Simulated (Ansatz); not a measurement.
P2+, SMILES `P#[P+]` radical at its PBE0-D4/def2-TZVP geometry, where that method's forces vanish. The species carries charge 1 and has multiplicity 2.

```xyz
2

P     0.2528   -0.6032   -0.7336
P    -0.2528    0.6032    0.7336
```

(1) What forces (eV/Å) does PBE-D4/def2-TZVPP give on these atoms in Ansatz 0.2.0? (An estimate is asked.)

Answers

(1) Ansatz gave: 
```
P1   0.214 -0.510 -0.621
P2  -0.214  0.510  0.621
```
